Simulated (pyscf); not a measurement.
PySCF, gas phase, ωB97X-D3(BJ)/def2-SVP geometries.

**Question.** Estimate by transition-state theory the rate constant of `[NH2][SiH2][F]` + `[NH2]` [doublet] → `[NH2][SiH][F]` [doublet] + `[NH3]` (doublet surface; H–Si broken, H–N formed) at 900 K, with ωB97M-D3(BJ)/def2-TZVP energies (ideal gas, 1 atm, RRHO with modes under 100 cm⁻¹ raised to 100, one conformer, R ln 2 for chiral ones without a mode under 150 cm⁻¹; no tunnelling).

**Answer.** The electronic barrier is 6.0 kcal/mol and the thermal terms add +26.4, so ΔG‡ = 32.4 kcal/mol. With k_BT/h = 1.88e+13 s⁻¹ and RT = 1.788 kcal/mol, and a volume of 1.23e-19 cm³ per molecule at 1 atm, k = 3.1e-14 cm³ molecule⁻¹ s⁻¹. Wigner's tunnelling factor for 1158i cm⁻¹ would be 1.14. A shift of 1 kcal/mol in the barrier changes k by a factor 1.7. On the reactant side the descent ends in a complex (not fully relaxed), 5.1 kcal/mol under the separated species and 10.5 kcal/mol under the saddle at ωB97X-D3(BJ)/def2-TZVP. One saddle was located; it need not be the lowest between these sides. The angle at the transferred H is 156°.
